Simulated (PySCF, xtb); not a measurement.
Ligand series Pt(CO)3L. Isolated molecules, 0 K electronic values unless said otherwise. One relaxed conformer stands for each flexible species; it need not be the lowest. Multiplicities are imposed; where one is given, others were not computed. Strings in code marks are SMILES.

Quantity: electronic energy of isomers of CHN relative to `C#N`, in eV.

Level 1: B3LYP-D3(BJ)/def2-TZVP // TPSS-D3(BJ)/def2-SVP (PySCF)
Level 2: PBE-D3(BJ)/def2-TZVP // TPSS-D3(BJ)/def2-SVP (PySCF)
Level 3: TPSSh-D3(BJ)/def2-TZVP // TPSS-D3(BJ)/def2-SVP (PySCF)
Level 4: GFN2-xTB (xtb)

```tsv
species	level 2	level 3	level 4
`[C-]#[NH+]`	0.66	0.64	0.87
```

Task: What does level 1 give for each?

Result: 
- `[C-]#[NH+]`: 0.61
